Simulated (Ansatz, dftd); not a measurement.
Reaction: C3H9N (SMILES CC(C)N) → CH3 (SMILES [CH3], doublet) + C2H6N (SMILES C[CH]N, doublet) (the C-C bond breaks)
Each species at its own B3LYP-D3(BJ)/def2-TZVP minimum (Ansatz, a program for electronic structure), one conformer.

Property: bond dissociation energy (electronic), in kcal/mol. UHF or UKS for unpaired electrons; spin-orbit terms are left out. CBS(X,Y): correlation extrapolated as X^-3, Hartree-Fock from the larger set. A bracket is a step between two methods taken in the basis named. The functionals are non-relativistic, so their misses hold any scalar relativity. 'core' is core correlation in cc-pwCVTZ, 'X2C' scalar relativity in cc-pVTZ-DK, both at CCSD(T).

Compared with CCSD(T)/CBS(cc-pVTZ,cc-pVQZ) + [CCSDT(Q) - CCSD(T)]/cc-pVDZ + core + X2C (Ansatz).

Task: Rank these levels by how close they come to it, closest first: B3LYP/def2-TZVPD (Ansatz); CAM-B3LYP-D3(BJ)/def2-TZVPD (Ansatz + dftd3); PBE0/def2-TZVPD (Ansatz).

Result: CAM-B3LYP-D3(BJ)/def2-TZVPD (83.6 kcal/mol, difference -6.0), PBE0/def2-TZVPD (83.4 kcal/mol, difference -6.2), B3LYP/def2-TZVPD (79.0 kcal/mol, difference -10.6)
